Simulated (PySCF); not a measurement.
Species: C₄H₇ClO.
Atom-mapped SMILES: `[CH3:1][CH:2]([CH3:3])[C:4](=[O:5])[Cl:6]` (hydrogens: H7, H8, H9 on C1; H10 on C2; H11, H12, H13 on C3)

Cartesian coordinates in Å at the PBE0-D3(BJ)/def2-SVP level; atoms count from 1:
```
atom  x, y, z in Å
C1     1.847    0.087    0.541
C2     0.939    1.072    1.281
C3    -0.502    1.014    0.797
C4     1.472    2.480    1.151
O5     0.976    3.386    0.578
Cl6    3.045    2.698    2.001
H7     1.478   -0.938    0.690
H8     2.881    0.140    0.907
H9     1.848    0.294   -0.541
H10    0.989    0.837    2.358
H11   -1.140    1.724    1.342
H12   -0.908    0.002    0.941
H13   -0.565    1.263   -0.273
```

Level: CAM-B3LYP/def2-SVPD in PySCF, non-relativistic, on one gas-phase PBE0-D3(BJ)/def2-SVP geometry that isn't relaxed in the solvent. The solvent is an IEF-PCM continuum (cavity from Bondi-type radii × 1.2). Only the electrostatic response of the medium enters.

Gas phase at CAM-B3LYP/def2-SVPD: HOMO -9.93 eV, LUMO 0.05 eV, dipole 3.02 D.

Q: What does the continuum do to the energy, the frontier levels and the dipole at CAM-B3LYP/def2-SVPD in chloroform and methanol?

A: 
| solvent | ε | E(solvent) − E(gas) (kcal/mol) | polarisation term (kcal/mol) | distortion of the solute (kcal/mol) | HOMO (eV) | LUMO (eV) | dipole (D) |
| --- | --- | --- | --- | --- | --- | --- | --- |
| chloroform | 4.711 | -2.95 | -3.33 | 0.38 | -9.97 | 0.07 | 3.64 |
| methanol | 32.61 | -4.06 | -4.81 | 0.75 | -9.99 | 0.06 | 3.88 |

The polarisation term is half the interaction of the solute with the surface charges that it induces; the rest is the cost of distorting the solute's density. The sum is the electrostatic part of solvation alone. From chloroform to methanol the lowering changes by a factor 1.38, Onsager's factor (ε − 1)/(2ε + 1) by 1.34 and ε itself by 6.9.

Q: Which radius a makes the point-dipole formula ΔE = −[(ε − 1)/(2ε + 1)]·μ²/a³ give the value in methanol, with the gas-phase dipole?

A: μ = 1.190 au and |ΔE| = 0.00646 Eh give a = 2.49 Å; the farthest nucleus lies 2.86 Å from the centroid of the nuclei, so such a sphere wouldn't even hold the nuclei. The formula assumes a rigid point dipole at the centre of a sphere.

Q: Give the dipole vector in the frame of the coordinates (D, pointing from negative to positive charge), gas and methanol.

A: Gas (-0.87, -2.89, 0.24), solvent (-1.05, -3.72, 0.42). Its length changes by +28 % and its direction by 2°.

Q: How does the static polarisability (CAM-B3LYP/def2-SVPD, frozen core, with the continuum's full static response) change?

A: 
```csv
medium,isotropic (au),principal values (au),⟨r²⟩ of the electrons (bohr²)
gas,66.6,"54.7, 66.1, 78.9",783.3
chloroform,81.9,"67.6, 81.5, 96.5",783.4
methanol,89.1,"74.5, 88.6, 104.1",783.5
```

The isotropic value in methanol is 1.34 times the gas-phase one; no cavity-field correction is applied. ⟨r²⟩ is taken about the centre of nuclear charge.

On one thread of an Arm Neoverse V1, no GPU, shared host with 32 logical CPUs at a one-minute load of 8.8, this took 23 s wall and 1.0 GiB of memory at its peak. This is the whole response run at CAM-B3LYP/def2-SVPD in methanol, SCF included.
